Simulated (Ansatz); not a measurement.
# C₂HFO: one structure at several levels

The atoms stand at a structure displaced at random from a GFN2-xTB minimum. How far do the functionals agree with CCSD(T) there?

The runs use Ansatz 0.2.0, Gaussian basis; single points in def2-TZVPP.

Correlated methods freeze the cores.

**1. Where the work starts**

SMILES `O=C=CF`, 5 atoms, charge 0, spin multiplicity 1.

Atoms are counted from 1 here; the program's logs count them from 0.

Bond lengths: O1–C2 1.112 Å, C2–C3 1.596 Å, C3–F4 1.479 Å, C3–H5 0.984 Å. Angles: O1–C2–C3 155.5°, C2–C3–F4 100.8°, C2–C3–H5 124.4°, F4–C3–H5 131.1°.

Geometry (Å):

```mol
C2HFO
  3D, bonds by distance, orders not assigned

  5  4  0  0  0  0  0  0  0  0999 V2000
    0.6362   -1.2638    1.3657 O   0  0
    0.1584   -0.7423    0.5079 C   0  0
   -0.2188    0.5144   -0.4012 C   0  0
   -1.3509   -0.0366   -1.1779 F   0  0
    0.3852    1.2685   -0.5860 H   0  0
  1  2  8  0
  2  3  8  0
  3  4  8  0
  3  5  8  0
M  END
```

**2. CCSD(T)/def2-TZVPP**

File run/in.yaml:

```yaml
crystal:
  periodic: [false, false, false]
  atoms:
    - {symbol: O, position_ang: [0.636200, -1.263800, 1.365700]}
    - {symbol: C, position_ang: [0.158400, -0.742300, 0.507900]}
    - {symbol: C, position_ang: [-0.218800, 0.514400, -0.401200]}
    - {symbol: F, position_ang: [-1.350900, -0.036600, -1.177900]}
    - {symbol: H, position_ang: [0.385200, 1.268500, -0.586000]}
basis:
  gaussian: {orbitals: def2-TZVPP}
correlation: {method: ccsd_t}
output: {forces: true}
```

The command line of these runs was not kept.

**3. PBE0-D4/def2-TZVPP**

run/in.yaml: that of step 2 with these lines changed.

```diff
@@ -10,3 +10,3 @@
   gaussian: {orbitals: def2-TZVPP}
-correlation: {method: ccsd_t}
-output: {forces: true}
+hamiltonian: {xc: pbe0, dispersion: d4}
+output: {forces: true, orbitals: {seedname: orbitals}}
```

**4. wB97M-V/def2-TZVPP**

run/in.yaml: that of step 3 with these lines changed.

```diff
@@ -10,3 +10,3 @@
   gaussian: {orbitals: def2-TZVPP}
-hamiltonian: {xc: pbe0, dispersion: d4}
-output: {forces: true, orbitals: {seedname: orbitals}}
+hamiltonian: {xc: {name: wB97M-V}}
+output: {forces: true}
```

**5. r2SCAN-D4/def2-TZVPP**

run/in.yaml: that of step 4 with these lines changed.

```diff
@@ -10,3 +10,3 @@
   gaussian: {orbitals: def2-TZVPP}
-hamiltonian: {xc: {name: wB97M-V}}
+hamiltonian: {xc: r2scan, dispersion: d4}
 output: {forces: true}
```

**6. PBE-D4/def2-TZVPP**

run/in.yaml: that of step 5 with these lines changed.

```diff
@@ -10,3 +10,3 @@
   gaussian: {orbitals: def2-TZVPP}
-hamiltonian: {xc: r2scan, dispersion: d4}
+hamiltonian: {xc: pbe, dispersion: d4}
 output: {forces: true}
```

**7. SPW92/def2-TZVPP**

run/in.yaml: that of step 6 with these lines changed.

```diff
@@ -10,3 +10,3 @@
   gaussian: {orbitals: def2-TZVPP}
-hamiltonian: {xc: pbe, dispersion: d4}
+hamiltonian: {xc: lda}
 output: {forces: true}
```

**8. revPBE-D4/def2-TZVPP**

run/in.yaml: that of step 7 with these lines changed.

```diff
@@ -10,3 +10,3 @@
   gaussian: {orbitals: def2-TZVPP}
-hamiltonian: {xc: lda}
+hamiltonian: {xc: {name: revPBE}, dispersion: d4}
 output: {forces: true}
```

(Steps that only read results are left out.)

Before running it: what results should come out? Wanted: energy less free atoms, CCSD(T)/def2-TZVPP; RMS force component; RMS force error; HOMO and LUMO, PBE0-D4; T1 diagnostic.

The runs gave:

| quantity | value |
| --- | --- |
| energy less free atoms, CCSD(T)/def2-TZVPP | -19.693 eV |
| RMS force component | 4.601 to 5.026 eV/Å over the methods |
| RMS force error | PBE0-D4 0.501, wB97M-V 0.568, r2SCAN-D4 0.244, PBE-D4 0.200, SPW92 0.326, revPBE-D4 0.304 eV/Å |
| HOMO and LUMO, PBE0-D4 | -6.39 and -2.64 eV |
| T1 diagnostic | 0.021 |

Against CCSD(T) the functionals' energies less atoms differ by -5.538 to -0.852 eV, PBE-D4 by -2.287 eV. CCSD(T) in triple zeta still lacks some correlation energy of the bonds, so part of these gaps is its own basis error and they don't rank the functionals. On forces the order runs from PBE-D4 to wB97M-V. Frozen-core CCSD(T) forces in triple zeta carry basis errors of their own, and this is one geometry, so small gaps rank nothing. The restricted Hartree–Fock reference is unstable towards an unrestricted one at one or more of these structures.
